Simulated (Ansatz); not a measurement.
C3H4, SMILES `C1=CC1` (charge 0, multiplicity 1).

Calculation: B3LYP/cc-pVTZ // PBE0-D3(BJ)/def2-TZVP (Ansatz, a program for electronic structure).

Ansatz 0.2 input:
```yaml
crystal:
  periodic: [false, false, false]
  atoms:
    - { symbol: C, position_ang: [0.717941, -0.502806, 0.029374] }
    - { symbol: C, position_ang: [0.446944, 0.753764, -0.034715] }
    - { symbol: C, position_ang: [-0.73991, -0.159396, 0.003395] }
    - { symbol: H, position_ang: [1.442495, -1.29751, 0.073336] }
    - { symbol: H, position_ang: [0.779601, 1.776223, -0.083532] }
    - { symbol: H, position_ang: [-1.32918, -0.23954, 0.9175] }
    - { symbol: H, position_ang: [-1.317892, -0.330736, -0.905358] }
basis:
  gaussian: { orbitals: cc-pVTZ }
hamiltonian:
  xc: b3lyp
```

Output:

```
Functional definition: B3LYP
732 factors; their error is unknown
mean field evaluation 1: about -3167.8968 eV, gradient 5.3e1 eV
mean field evaluation 2: about -3163.8910 eV, gradient 6.6e1 eV
mean field evaluation 4: about -3174.6302 eV, gradient 1.6e0 eV
mean field evaluation 8: about -3174.6316 eV, gradient 2.5e-2 eV
mean field -3174.63157300 eV, -116.6655584651 hartree, gradient 2.6e-5 eV, S^2 0.000000; 0 other end points of the search recorded, 0 dependent functions left out
reference -3174.63178392 eV, -116.6655662164 hartree; 11, 11 occupied and 135, 135 virtual orbitals, 732 factors
Total energy: -3174.63178392 eV, -116.6655662164 hartree
```
